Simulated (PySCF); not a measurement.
Compound: C3H4F2.
Cartesian coordinates in Å at the PBE0-D3(BJ)/def2-SVP level; atoms count from 1:
```
atom  x, y, z in Å
F1     1.2079   -1.4129   -0.8855
C2     1.3400   -0.2378   -0.2754
C3     0.3012    0.4502    0.1886
C4    -1.1176    0.0085    0.0878
F5    -1.7293    0.0715    1.3177
H6     2.3822    0.0884   -0.2122
H7     0.5039    1.4118    0.6675
H8    -1.6771    0.6664   -0.6017
H9    -1.1784   -1.0229   -0.2939
```

The closed-shell ground state was solved at several levels (PySCF, density fitting, gas phase, non-relativistic).

```
              level  basis functions  total energy (Eh)  HOMO (eV)  LUMO (eV)  gap (eV)  dipole (D)
      PBE0/IGLO-III              215          -316.1792      -7.83      -0.21      7.62        1.83
      PBE0/pcSseg-0               53          -315.3094      -7.90      -0.04      7.86        2.20
 PBE0/6-311+G(2d,p)              159          -316.1422      -7.85      -0.26      7.59        1.88
      BLYP/pcSseg-2              236          -316.4460      -6.47      -1.13      5.34        1.79
        PBE0/STO-3G               29          -311.7548      -4.73       3.48      8.21        1.07
     PBE0/def2-TZVP              179          -316.1729      -7.80      -0.11      7.69        1.82
  mPW1PW91/pcSseg-2              236          -316.4285      -7.87      -0.21      7.66        1.87
CAM-B3LYP/def2-SVPD              138          -316.0446      -9.29       0.87     10.16        1.93
```

(1) Estimate the row for BHandHLYP/pcSseg-2, a basis of 236 functions; the other rows only guide the guess.

(2) Over all these levels, which gives the widest orbital gap and which the narrowest?

(3) How much does the basis alone move the frontier levels among the 5 PBE0 rows?

(4) In the pcSseg-2 basis, how does the gap go with the fixed share of exact exchange?

(5) How far do the dipole and the HOMO energy spread over the levels?

Answers

(1) Total energy -316.3561 Eh, HOMO -8.96 eV, LUMO 0.88 eV, gap 9.84 eV, dipole 1.99 D.

(2) CAM-B3LYP/def2-SVPD (range-separated hybrid) has the widest, 10.16 eV, and BLYP/pcSseg-2 (GGA) the narrowest, 5.34 eV. Functional and basis both differ between the two, so the spread mixes both effects.

(3) The HOMO by 3.17 eV and the LUMO by 3.74 eV. By rising basis size (HOMO, LUMO in eV): STO-3G -4.73, 3.48; pcSseg-0 -7.90, -0.04; 6-311+G(2d,p) -7.85, -0.26; def2-TZVP -7.80, -0.11; IGLO-III -7.83, -0.21.

(4) BLYP (0 %) 5.34 eV; mPW1PW91 (25 %) 7.66 eV; BHandHLYP (50 %) 9.84 eV. Each rise in the share widens the gap here.

(5) The dipole runs from 1.07 to 2.20 D (mean 1.82 D) and the HOMO from -9.29 to -4.73 eV.

One conformer stands for the species.
